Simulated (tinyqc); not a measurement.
The basis set: RHF and MP2 along a ladder of basis sets, for H2O, spin multiplicity 1. Computed by the program tinyqc with PySCF. Command: `OMP_NUM_THREADS=1 python tinyqc.py 110194 110195 out.jsonl`; one thread of a shared host (Intel(R) Xeon(R) Processor @ 2.60GHz), about 1 s.

Geometry (angstrom):
```
atom       x        y       z
O     0.0000   0.0000  0.0000
H     0.0000   0.6490  0.6130
H     0.0000  -0.6490  0.6130
```

Same geometry throughout; the dipole is taken about the origin.

RHF and frozen-core MP2 in a ladder of bases:
```
basis        functions  E(RHF) (hartree)  E(MP2 corr) (hartree)  HOMO (eV)  LUMO (eV)  dipole (debye)
sto-3g               7         -74.93651               -0.03213    -10.995     18.635           1.892
3-21g               13         -75.56324               -0.11701    -13.304      7.539           2.580
6-31g               13         -75.96452               -0.12254    -13.880      5.765           2.777
6-31g**             24         -76.01046               -0.19066    -13.762      6.101           2.301
cc-pvdz             24         -76.01463               -0.19838    -13.661      5.213           2.147
aug-cc-pvdz         41         -76.02927               -0.21468    -14.099      0.961           2.111
cc-pvtz             58         -76.04602               -0.25809    -13.975      3.940           2.134
```

From cc-pVDZ to cc-pVTZ the RHF energy falls by 31.4 mhartree and the correlation energy by 59.7. If valence correlation converges as X^-3, (27 E(T) - 8 E(D))/19 gives -0.2832 hartree, a rough estimate from such small X that usually falls short; STO-3G holds about 11 % of it. Beyond STO-3G the LUMO moves by 6.6 eV and the HOMO by 0.8 eV; diffuse functions lower the positive LUMO sharply, since an unbound virtual level tracks the most diffuse function.
